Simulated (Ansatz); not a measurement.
# AlH4OS+: single points off equilibrium

One table from this session's results is given with a row withheld; the runs are named, their logs left out.

The runs use Ansatz 0.2.0, Gaussian basis; single points in def2-TZVPP.

Cores are frozen in the correlated methods.

1 further run of the same task is left out (it didn't finish).

## The system as given

SMILES `[AlH2][OH+]S`, 7 atoms, charge 1, spin multiplicity 1.

Atoms are counted from 1 here; the program's logs count them from 0.

Bond lengths: Al1–O2 2.142 Å, Al1–S3 2.659 Å, Al1–H4 1.596 Å, Al1–H5 1.646 Å, O2–S3 1.695 Å, O2–H6 0.949 Å, S3–H7 1.359 Å. Angles: O2–Al1–S3 39.5°, O2–Al1–H4 100.1°, O2–Al1–H5 100.8°, S3–Al1–H4 102.2°, S3–Al1–H5 94.2°, H4–Al1–H5 159.1°, Al1–O2–S3 86.9°, Al1–O2–H6 154.7°, S3–O2–H6 118.3°, Al1–S3–O2 53.6°, Al1–S3–H7 101.9°, O2–S3–H7 98.5°.

As a file:

```xyz
7
AlH4OS
Al   -1.0973   -0.2945   -0.5614
O     0.3680   -0.0939    0.9888
S     1.5383   -0.1526   -0.2355
H    -1.3602   -1.8674   -0.4944
H    -1.2429    1.2693   -1.0540
H     0.6586    0.0257    1.8845
H     1.7653    1.1812   -0.3609
```

The first run:

Input file run/in.yaml:

```yaml
crystal:
  periodic: [false, false, false]
  atoms:
    - {symbol: Al, position_ang: [-1.097251, -0.294524, -0.561388]}
    - {symbol: O, position_ang: [0.367971, -0.093879, 0.988790]}
    - {symbol: S, position_ang: [1.538339, -0.152590, -0.235482]}
    - {symbol: H, position_ang: [-1.360237, -1.867419, -0.494417]}
    - {symbol: H, position_ang: [-1.242880, 1.269290, -1.054028]}
    - {symbol: H, position_ang: [0.658599, 0.025727, 1.884458]}
    - {symbol: H, position_ang: [1.765345, 1.181225, -0.360880]}
basis:
  gaussian: {orbitals: def2-TZVPP}
total_charge: 1
hamiltonian: {xc: pbe, dispersion: d4}
output: {forces: true}
```

Launch:

```bash
$ ansatz run in.yaml --threads 2 --pin off --events-out ev --progress --plain --max-ram 3481MiB
```

Steps of the session up to this table: PBE-D4/def2-TZVPP; r2SCAN-D4/def2-TZVPP; PBE0-D4/def2-TZVPP; wB97M-V/def2-TZVPP; CCSD(T)/def2-TZVPP.

One table of the session follows, with a row left open; its other results are not shown here.

| method | RMS force component (eV/Å) | angle to CCSD(T) forces (°) |
| --- | --- | --- |
| PBE-D4 | 0.664 | 18.2 |
| r2SCAN-D4 | 0.639 | 8.3 |
| PBE0-D4 | ? | ? |
| wB97M-V | 0.630 | 8.7 |
| CCSD(T) | 0.620 | reference |

**Question.** Estimate the row for PBE0-D4.

The run gave: RMS force component (eV/Å): 0.621; angle to CCSD(T) forces (°): 13.7. In the column «RMS force component (eV/Å)» it lies between CCSD(T) (0.620) and wB97M-V (0.630).
